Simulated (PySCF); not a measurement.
## Beryllium: a sound run and one with changed settings

Sound run: Be [He] 2s2, Be+ [He] 2s1. Calculation: PySCF 2.14, in aug-cc-pVDZ-DK (4s3p2d, 23 functions); the spin-free X2C one-electron Hamiltonian (Gaussian nucleus). In the sound run the correlated levels freeze 1s2. The sound run starts from symmetry-adapted Hartree-Fock orbitals and uses a fine grid where one is needed.

Changed run: initial guess 1e, at most 50 SCF cycles.

```tsv
species	method	sound run (hartree)	changed run (hartree)	converged
Be	UHF	-14.57489	-14.57489	yes
Be	PBE	-14.63034	-14.63034	yes
Be	CCSD(T)	-14.61939	-14.61939	yes
Be+	MN15	-14.33095	-14.33095	yes
```

Here the plain start reaches the same solutions.
